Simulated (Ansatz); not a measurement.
**simple cubic against fcc along the alkaline-earth metals**

Computed with DFT, r2SCAN, plane waves (500 eV) with PAW, scalar-relativistic in Ansatz 0.2.0. The PAW files were generated under PBE, with cores re-solved for the functional.

Each structure is relaxed within its symmetry, in the lowest magnetic state of the tried starts. Differences under about 8 meV lie within the error of the k-point mesh.

| element | E(simple cubic) − E(fcc) (meV/atom) | V(simple cubic) (Å³/atom) | V(fcc) (Å³/atom) | state of simple cubic | state of fcc |
| --- | --- | --- | --- | --- | --- |
| Be | 975 | 10.24 | 7.88 | spin not included | spin not included |
| Mg | 442 | 26.83 | 22.71 | spin not included | spin not included |
| Ca | 402 | 43.12 | 43.13 | spin not included | spin not included |
| Sr | 375 | 55.88 | 56.86 | spin not included | spin not included |
| Ba | 207 | 59.72 | 66.97 | spin not included | spin not included |
